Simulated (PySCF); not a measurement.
Bond curve of LiP

Set-up: Li STO-3G, P STO-3G; no relativity (PySCF 2.14). Energies in eV from Li + P in their ground configurations at the same level. State: ³Σ⁻ (triplet), unpaired electrons π ↑↑.

All columns are MN15. A positive dipole means Li(−)P(+).

```
R (Å)  E (eV)  μ (D)  Mulliken charge on Li (basis-dependent)  HOMO (eV)  LUMO (eV)  Mayer bond order  ⟨S²⟩
1.903  -2.125  -1.12                                    -0.28      -3.05       0.07              1.74  2.03
1.992  -2.413  -1.15                                    -0.27      -3.05       0.28              1.71  2.04
2.080  -2.571  -1.16                                    -0.26      -3.02       0.47              1.67  2.05
2.147  -2.625  -1.16                                    -0.25      -2.98       0.61              1.63  2.06
2.213  -2.636  -1.13                                    -0.25      -2.94       0.67              1.59  2.07
2.279  -2.613  -1.09                                    -0.24      -2.90       0.64              1.54  2.09
2.368  -2.543  -1.00                                    -0.23      -2.83       0.59              1.46  2.12
2.479  -2.412  -0.83                                    -0.22      -2.75       0.56              1.35  2.16
2.611  -2.217  -0.59                                    -0.21      -2.67       0.53              1.22  2.23
2.788  -1.929  -0.23                                    -0.20      -2.57       0.54              1.04  2.32
```

A fit through these points gives, at Re = 2.199 Å, μ = -1.14 D and dμ/dR = 0.440 D/Å; the reduced mass is 5.72 u.

Task: How strong is the fundamental in the double-harmonic approximation, I = 42.26·(dμ/dR)²/μred km/mol?

Result: I = 42.26·(0.440)²/5.72 = 1.43 km/mol at MN15.

⟨S²⟩ of the unrestricted solution departs from its pure value on part of the curve, where spin states mix. STO-3G is very small, so such numbers show the basis as much as the molecule. The state is the lowest determinant that a PBE0 search found; another state may lie lower at other levels.
